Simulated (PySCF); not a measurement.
Computed properties of thiophene (C4H4S), SMILES c1ccsc1

C4H4S, SMILES c1ccsc1. Coordinates come from a B3LYP-D3(BJ)/def2-SVP optimisation. One conformer was computed; it need not be the lowest. All values are computed for the isolated molecule unless a solvent is named; none is compared with measurement here.

**Structure.** The optimised structure has C2v symmetry. All 21 harmonic modes at B3LYP-D3(BJ)/def2-SVP (PySCF) are real, so it is a minimum. With heavy atoms numbered as in [cH:1]1[cH:2][cH:3][s:4][cH:5]1, the shortest bond between them is C2–C3 at 1.372 Å and the longest S4–C5 at 1.731 Å.

**Vibrations.** The strongest infrared lines (harmonic, unscaled, degenerate partners summed) lie at 724 cm⁻¹ (107 km/mol, H 90 %, C 10 %), 843 cm⁻¹ (22 km/mol, C 75 %, H 19 %), 1465 cm⁻¹ (10 km/mol, C 92 %, H 8 %). The softest mode is at 461 cm⁻¹ and the zero-point energy is 41.8 kcal/mol.

**Electronic structure.** HF/def2-TZVP (PySCF) places the frontier levels at -8.89 and 3.05 eV, a gap of 11.94 eV, and gives a dipole moment of 0.74 D and a mean polarisability of 58.3 bohr³.

**Excitations.** TDDFT-B3LYP/def2-SVPD (PySCF) has S1 at 5.71 eV (217 nm, f = 0.078, bright); the most intense of the 10 singlets computed lies at 5.71 eV (f = 0.08). T1 (TDA) is at 3.75 eV. No vertical singlet excitation falls in the visible range (under 3.1 eV).

**NMR.** GIAO shifts at KT2/pcSseg-1 (PySCF) (non-relativistic, atoms alike by connectivity averaged): ¹³C from 123.7 to 124.4 ppm against TMS; ¹H at 7.4 ppm against TMS.
